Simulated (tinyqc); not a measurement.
Worked calculation: RKS/LDA (PW92) in the sto-3g basis, for H2O, spin multiplicity 1. Computed by tinyqc, a small Python program that keeps every step (integrals from PySCF). Settings: charge = 0, multiplicity = 1, basis = sto-3g, energy threshold = 1e-08, iteration cap = 65, orthogonalisation = symmetric, start = random, DIIS depth = 0, method = RKS, functional = lda,pw, grid = [20, 86]. Command: `OMP_NUM_THREADS=1 python tinyqc.py 26470 26471 out.jsonl` (the two numbers bound the seeds that draw the settings). One thread of a shared host (Intel(R) Xeon(R) Processor @ 2.60GHz), about 0.7 s of CPU time with the checks.

Geometry (angstrom):
```
atom         x          y         z
O     0.000000   0.000000  0.000000
H     0.000000   0.882000  0.748000
H     0.000000  -0.882000  0.748000
```

Stop when the energy changes by less than 1e-08 hartree and every element of the error matrix X^T (F D S - S D F) X is below 3e-05.

Course of the cycle:
```
iteration   E (hartree)     change  largest element of the error matrix
1          -50.87220711          -                             1.94e+01
2          -74.03880256  -2.32e+01                             5.77e-01
3          -73.69528195   3.44e-01                             6.79e-01
4          -73.79257612  -9.73e-02                             5.97e-01
5          -73.59892192   1.94e-01                             6.84e-01
6          -73.76406693  -1.65e-01                             5.97e-01
7          -73.59143628   1.73e-01                             6.85e-01
8          -73.76200576  -1.71e-01                             5.97e-01
9          -73.59092050   1.71e-01                             6.85e-01
10         -73.76186449  -1.71e-01                             5.97e-01
11         -73.59088527   1.71e-01                             6.85e-01
12         -73.76185485  -1.71e-01                             5.97e-01
13         -73.59088287   1.71e-01                             6.85e-01
14         -73.76185419  -1.71e-01                             5.97e-01
...                 ...        ...                                  ...
52         -73.76185414  -1.71e-01                             5.97e-01
53         -73.59088269   1.71e-01                             6.85e-01
54         -73.76185414  -1.71e-01                             5.97e-01
55         -73.59088269   1.71e-01                             6.85e-01
56         -73.76185414  -1.71e-01                             5.97e-01
57         -73.59088269   1.71e-01                             6.85e-01
58         -73.76185414  -1.71e-01                             5.97e-01
59         -73.59088269   1.71e-01                             6.85e-01
60         -73.76185414  -1.71e-01                             5.97e-01
61         -73.59088269   1.71e-01                             6.85e-01
62         -73.76185414  -1.71e-01                             5.97e-01
63         -73.59088269   1.71e-01                             6.85e-01
64         -73.76185414  -1.71e-01                             5.97e-01
65         -73.59088269   1.71e-01                             6.85e-01
```

Can the last value be used, and what does the course show?

Not by the stop rule. Not converged within the cap of 65 iterations: the residual has stopped falling: the iteration swings between two states. Reruns (cap 100 unless said): DIIS 8: converged in 11; damping 0.5: converged in 33; level shift 0.5: converged in 17; atomic densities as start, DIIS 8: converged in 7; the original settings with a cap of 400: not converged. PySCF RKS in the same basis, fine grid = -74.71894032 hartree, which differs from a converged run on this coarse grid by the grid error.
